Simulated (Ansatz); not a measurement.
CH$_{4}$BN, SMILES `B1CN1`, relaxed with RKS PBE0-D4/def2-TZVP in Ansatz from a PBE-D4/def2-SVP geometry. The force threshold is 0.005 eV/Å; the program also tests the step.

Total charge 0; spin multiplicity 1.

Start:

```xyz
7

B     0.554   -0.588   -0.535
C     0.179    0.613    0.422
N    -0.734   -0.390   -0.157
H     1.292   -1.283   -1.182
H     0.355    0.563    1.516
H     0.091    1.652    0.044
H    -1.737   -0.568   -0.108
```

```csv
step,energy (eV),largest force (eV/Å),largest move (Å)
1,-3264.6947,0.578,0.000
2,-3264.7261,0.248,0.022
3,-3264.7294,0.032,0.013
4,-3264.7294,0.017,0.002
5,-3264.7294,0.009,0.001
6,-3264.7295,0.004,0.001
```

End:

```xyz
7

B     0.546   -0.580   -0.527
C     0.182    0.609    0.418
N    -0.729   -0.388   -0.156
H     1.274   -1.262   -1.163
H     0.351    0.554    1.493
H     0.091    1.628    0.043
H    -1.715   -0.561   -0.107
```

Run time 7 s (2 threads of an INTEL XEON PLATINUM 8581C on a shared host); peak host memory 0.18 GiB.
